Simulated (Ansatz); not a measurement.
## Ansatz (development build ahead of 0.2.0) run

```yaml
crystal:
  periodic: [false, false, false]
  atoms:
    - { symbol: "N", position_ang: [0.0, 0.0, -0.47214] }
    - { symbol: "N", position_ang: [0.0, 0.0, 0.47214] }
basis:
  gaussian: { orbitals: "6-31G" }
magnetization:
  spin_polarized: true
hamiltonian:
  xc: hf
correlation:
  method: ccsd_t
  frozen_orbitals: { "N": 1 }
```

The input is written out in the form of the current development build from the run's settings.

The run gave:

* Converged: yes
* Reference energy: -108.76893 hartree
* Correlation energy: -0.19765 hartree
* Total energy: -108.96659 hartree
